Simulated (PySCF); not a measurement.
Electric field gradients and quadrupole coupling constants

Compound: BH2F.
Cartesian coordinates in Å at the PBE0-D3(BJ)/def2-TZVP level; atoms count from 1:
```
atom  x, y, z in Å
B1    -0.0547   -0.0732   -0.0406
F2     1.2505   -0.2403   -0.0907
H3    -0.5149    0.8917   -0.5801
H4    -0.7017   -0.8958    0.5413
```

Field gradients from the PBE0/pcSseg-2 density (PySCF, non-relativistic), principal values in atomic units, ordered |Vxx| ≤ |Vyy| ≤ |Vzz|:

| atom | Vxx | Vyy | Vzz |
| --- | --- | --- | --- |
| B1 | -0.1298 | -0.3928 | 0.5226 |

Problem. Find the asymmetry η = (Vxx − Vyy)/Vzz and the couplings χ = eQV/h (234.96 MHz × Q in barn × V in au), with Q(11B) = 0.04059 b.

Solution. 
```tsv
atom	environment	nucleus	η	χzz (MHz)	χxx (MHz)	χyy (MHz)
B1	three-coordinate boron	11B	0.50	4.984	-1.238	-3.746
```

The tensor is traceless: Vxx + Vyy + Vzz = 0.

Problem. What is Vzz at B1 in SI units (1 au = 9.71736 × 10²¹ V/m²)?

Solution. 0.5226 au = 5.078 × 10²¹ V/m².

Problem. And the gradient at the other heavy atoms, for which no coupling is worked out here?

Solution. 
```json
{"atom": "F2", "environment": "boron-bound fluorine", "Vzz (au)": "-1.454", "η": "0.67"}
```

Problem. What couplings would deuterons (Q(2H) = 0.00286 b) have in place of the hydrogens, at this geometry?

Solution. 
```csv
atom,bonded to,bond length (Å),Vzz (au),η,χzz (kHz)
H3,B1,1.197,0.1894,0.05,127
H4,B1,1.197,0.1893,0.05,127
```

Isolated species at its PBE0-D3(BJ)/def2-TZVP geometry, gas phase.

These values come from a run that also computed NMR shieldings. The run took 2.2 s (grids of density and orbitals included) on Intel Xeon 6975P-C, one thread, no GPU (shared host), and the process peaked at 0.35 GiB of memory.
